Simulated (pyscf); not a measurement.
7 gas-phase steps of one pattern: hydrogen abstraction on the doublet surface, H–H broken and Ge–H or H–Si formed. Single points on ωB97X-D3(BJ)/def2-SVP structures (PySCF, gas phase). Electronic energies in eV, from the separated reactants; ΔE‡ and ΔE at ωB97M-D3(BJ)/def2-TZVP. Rows were drawn at random from the steps of this pattern with a verified saddle, stable references and no exit in the data more than 5 kcal/mol lower.

```tsv
row	step	ΔE	ΔE‡
1	H₂N–Si•(F)–Cl + H₂ → H₂N–SiH(F)–Cl + H•	+0.32	0.60
2	HO–SiH₂• + H₂ → HO–SiH₃ + H•	+0.45	0.66
3	F–SiH₂–NH–SiH₂• + H₂ -> F–SiH₂–NH–SiH₃ + H•	+0.50	0.70
4	[H₂C=SiH]• + H₂ → H₂C=SiH₂ + H•	+0.51	0.73
5	•H₂Si–SH + H₂ → H₃Si–SH + H•	+0.58	0.77
6	•H₂Si–SiH₃ + H₂ → H₃Si–SiH₃ + H•	+0.63	?
7	H₃C–GeH•–Cl + H₂ -> H₃C–GeH₂–Cl + H•	+0.90	1.03
```

Task: Fit ΔE‡ = a + b·ΔE to the other rows and predict row 6.

Result: Over the 6 complete rows the means are +0.54 (ΔE) and 0.75 (ΔE‡); least squares gives b = 0.76 and a = 0.34 eV, with residuals of 0.01 eV (root mean square; largest 0.02, row 2). For row 6: 0.34 + 0.76 × (+0.63) = 0.82 eV. The computed barrier is 0.81 eV, 0.01 under the line. The line follows the complete rows closely. Each barrier is that of the saddle found. Elements up to Kr have no core potential and no relativistic terms here.
